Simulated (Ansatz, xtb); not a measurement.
## Two isomers of CH2FSi−

Structure X: `[H]/[C-]=[SiH]/F`, a singlet. Structure Y: `C=[Si-]F`, a singlet. Both are isolated ions in the gas phase, relaxed with B3LYP-D3(BJ)/def2-SVPD.

X (Å):

```yaml
atoms:
  - { symbol: C, position_ang: [-0.5715, 1.3795, -0.6882] }
  - { symbol: F, position_ang: [0.0163, 0.1206, -3.2910] }
  - { symbol: Si, position_ang: [0.2112, 0.1916, -1.6077] }
  - { symbol: H, position_ang: [-0.3475, 1.2974, 0.3931] }
  - { symbol: H, position_ang: [1.1481, -0.9974, -1.4956] }
```

Y (Å):

```xyz
5

C     0.2946    0.2838   -0.7643
F    -0.9531    0.9779   -3.1271
Si    0.4890    0.2093   -2.5101
H    -0.5505    0.7191   -0.2104
H     1.0801   -0.1392   -0.1207
```

Task: Estimate E(Y) − E(X) at the level CCSD(T)/def2-TZVPPD.

Result: Calculated at CCSD(T)/def2-TZVPPD: E(Y) − E(X) = −165.5 kJ/mol, so structure Y lies lower.

How the difference moves with the method:

```tsv
level	geometry	E(Y) − E(X) (kJ/mol)	departure from the last row (kJ/mol)	job, with rough time for the two
GFN2-xTB	GFN2-xTB	−11.4	+154.0	optimisation, 0.096 s
HF/STO-3G	GFN2-xTB	−268.8	−103.3	single point, 0.2 s
r2SCAN-D4/def2-SVPD	GFN2-xTB	−167.8	−2.3	single point, 2.3 s
B3LYP-D3(BJ)/def2-SVPD	B3LYP-D3(BJ)/def2-SVPD	−181.6	−16.1	optimisation, 17 s
HF/def2-TZVPPD	B3LYP-D3(BJ)/def2-SVPD	−192.5	−27.1	part of the CCSD(T) run
MP2/def2-TZVPPD	B3LYP-D3(BJ)/def2-SVPD	−163.5	+1.9	part of the CCSD(T) run
CCSD(T)/def2-TZVPPD	B3LYP-D3(BJ)/def2-SVPD	−165.5		single point, 49 s
```

As drawn, Y has 1 C–H in place of 1 Si–H.

The levels shown agree on the order. The largest departure from CCSD(T)/def2-TZVPPD is that of GFN2-xTB, 154.0 kJ/mol.

With harmonic frequencies from B3LYP-D3(BJ)/def2-SVPD (ideal gas, rigid rotor, one conformer each, 298.15 K, 1 atm): on the last row, ΔE + ΔZPE = −154.8, ΔH = −155.7, ΔG = −154.3 kJ/mol.

The T1 diagnostic of structure X is large, so the coupled-cluster value is less sure. The correlated steps freeze 7 core orbitals. Run with Ansatz 0.2.0, xtb 6.7.1; the last row on 1 thread of Intel(R) Xeon(R) Platinum 8488C (Sapphire Rapids) on a shared host.
